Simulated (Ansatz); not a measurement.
A made-up structure of BSi2H5, singlet:

```
8
angstrom
B -1.3841 1.0250 -0.9863
Si 0.3740 0.8538 0.2773
Si 1.0505 -1.4188 0.7426
H -1.9437 -0.1185 -1.3999
H -1.9133 2.1961 -1.3562
H 1.2855 2.0710 0.9447
H 2.3385 -1.9176 1.6648
H 0.1925 -2.6910 0.1130
```

It is relaxed with PBE-D4/def2-SVP and then PBE0-D4/def2-TZVP (Ansatz 0.2.0). Atoms count as bonded within 1.22 times the sum of their covalent radii (H–H: 0.88 Å). The end point is not checked to be a true minimum.

Question: Does its bonding change? (Judge from chemistry; the calculation decides.)

Answer: Computed: No: no bond forms or breaks.

Where it ends: The first stage lowers the energy by 1.45 eV in 5 steps. It ends as BSi₂H₅ ([BH2][SiH][SiH2]):
```
atom    x (Å)    y (Å)    z (Å)
  B1  -1.2360   0.9146  -0.8806
 Si2   0.3345   0.7620   0.2467
 Si3   0.9391  -1.2668   0.6631
  H4  -1.7367  -0.1057  -1.2503
  H5  -1.7075   1.9610  -1.2101
  H6   1.1465   1.8499   0.8430
  H7   2.0880  -1.7131   1.4874
  H8   0.1722  -2.4020   0.1009
```

Labels in which every atom is bracketed show which atoms are joined, not bond orders.

For scale, one of the runs: PBE0-D4/def2-TZVP relaxation, 135 basis functions, launched by `ansatz run in.yaml --threads 2 --pin off --events-out ev --progress --plain --max-ram 4352MiB`. Hardware: 2 CPU threads of an Arm Neoverse V2, shared host. Wall time about 16 s.
